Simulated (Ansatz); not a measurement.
Ansatz (a quantum-chemistry and plane-wave program) input:

Ansatz 0.2 input:
```yaml
crystal:
  periodic: [false, false, false]
  atoms:
    - {symbol: C, position_ang: [0.00780358, 0.53696486, -0.00372461]}
    - {symbol: C, position_ang: [0.00985896, -0.18844531, 1.29236932]}
    - {symbol: C, position_ang: [0.01042448, -0.20636333, -1.28962507]}
    - {symbol: H, position_ang: [-0.19667664, 1.60001769, -0.01114656]}
    - {symbol: H, position_ang: [0.17924347, 0.48020137, 2.13732987]}
    - {symbol: H, position_ang: [0.18018110, 0.45049265, -2.14370979]}
    - {symbol: H, position_ang: [-0.94627277, -0.70455808, 1.47473043]}
    - {symbol: H, position_ang: [0.78002945, -0.96799317, 1.31426117]}
    - {symbol: H, position_ang: [0.78060211, -0.98613760, -1.30035846]}
    - {symbol: H, position_ang: [-0.94562886, -0.72496020, -1.46522451]}
basis:
  gaussian:
    orbitals: STO-3G
magnetization: {spin_polarized: true, initial_magnetization: 1}
correlation: {method: ccsd_t, electrons: outside_noble_gas}
```

Task: What final total energy does it print?

Result: -116.43840 Eh (CCSD(T)/STO-3G). The basis has 22 functions.

It need not be the lowest isomer of its formula.
